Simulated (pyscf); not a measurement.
Single points on ωB97X-D3(BJ)/def2-SVP structures (PySCF, gas phase). Correlated levels are frozen-core, on RHF or UHF. ΔMP2 is the change of the MP2 total energy from the triple- to the quadruple-zeta basis.

Task: H₂B–OH (SMILES BO) + H₂C=CH₂ (SMILES C=C) → H₂B–CH=CH₂ (SMILES BC=C) + H₂O (SMILES O)
Surface: singlet. Broken: B–O, C–H. Formed: B–C, H–O. Give ΔE‡ and ΔE from CCSD(T)/def2-TZVPP + ΔMP2(QZVPP), relative to the separated reactants.

Result: ΔE‡ = 46.8 kcal/mol, ΔE = +27.9 kcal/mol. Zero-point energy shifts the barrier by -0.6 kcal/mol. It is a four-centre exchange, with an imaginary mode of 1480i cm⁻¹. On the product side the descent ends in an adduct with a B–O contact, 10.8 kcal/mol under the separated species and 27.4 kcal/mol under the saddle at ωB97X-D3(BJ)/def2-TZVP. What is counted as broken (B–O) persists as a longer contact in the product adduct; parting that adduct is a step of its own. The same reactants have a lower exit, to H₃C–CH₂–BH–OH (barrier +11.3 kcal/mol at ωB97M-D3(BJ)/def2-TZVP, against +45.9 kcal/mol here). This is the saddle that the search found; another between the same sides may lie lower. The CCSD(T) − MP2 part came from Ansatz, without density fitting, on the same reference.
